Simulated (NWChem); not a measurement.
System: Cl anion

Here is an NWChem input.

```
start job
memory heap 200 mb stack 900 mb global 1100 mb
charge -1
geometry units angstroms noautosym nocenter noautoz
  Cl     0.000000     0.000000     0.000000
end
basis spherical
  * library 6-31+g*
end
dft
  xc pbe0
  iterations 150
end
property
  response 1 0.0773
end
task dft property
```

Field at 589 nm.

**Question.** What results follow from this input? (PBE0/6-31+G* (spherical d).) Quantities: isotropic polarisability (bohr³); anisotropy (bohr³).

**Answer.** 
```
Item                              Result
--------------------------------  ------
isotropic polarisability (bohr³)    17.3
anisotropy (bohr³)                   0.0
```
